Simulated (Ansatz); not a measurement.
Geometry optimisation, RKS PBE0-D4/6-31G* (Ansatz 0.2.0).

input.yaml

```yaml
crystal:
  periodic: [false, false, false]
  atoms:
    - { symbol: "N", position_ang: [-1.489, 0.1781, 0.4431] }
    - { symbol: C, position_ang: [-0.4477, -0.6648, 0.0331] }
    - { symbol: "N", position_ang: [0.8764, -0.1593, 0.874] }
    - { symbol: C, position_ang: [0.8466, -0.1085, -0.3572] }
    - { symbol: O, position_ang: [1.4029, 0.2482, -1.4551] }
    - { symbol: H, position_ang: [-1.42, 1.1585, 0.005] }
    - { symbol: H, position_ang: [-1.4182, 0.3922, 1.4392] }
    - { symbol: H, position_ang: [-0.5379, -1.7136, 0.146] }
    - { symbol: H, position_ang: [0.7194, -0.00535, -2.13801] }
basis:
  gaussian: { orbitals: "6-31G*" }
hamiltonian:
  xc: pbe0
  dispersion: d4
relax:
  f_tol: 0.015
  max_steps: 40
```

Run as:

```bash
$ ansatz run input.yaml --threads 1 --pin off --max-ram 2048MiB --backend cpu --events-out ev --progress --plain --runs-dir out
```

Q: Where does it end, and by what steps?

A: The run converged. After 8 steps the energy has fallen by 0.787 eV; H7 moved furthest, 0.62 Å.

```
step  energy less start (eV)  largest force component (eV/Å)  accepted
   0                  0.0000                           2.794       yes
   1                 -0.5100                           2.036       yes
   2                 -0.6209                           1.414       yes
   3                 -0.7316                           0.675       yes
   4                 -0.7574                           1.427       yes
   5                 -0.7837                           0.220       yes
   6                 -0.7856                           0.168       yes
   7                 -0.7863                           0.048       yes
   8                 -0.7865                           0.010       yes
```

```xyz
9
Properties=species:S:1:pos:R:3
N -1.497 0.270 0.394
C -0.354 -0.553 0.235
N 1.057 -0.122 0.764
C 0.816 -0.139 -0.469
O 1.440 0.167 -1.602
H -1.242 1.254 0.370
H -1.944 0.091 1.289
H -0.588 -1.612 0.348
H 0.845 -0.031 -2.339
```

Run time: 28 s on 1 thread of Arm Neoverse V2, with other jobs on the host, peak memory 0.16 GiB.
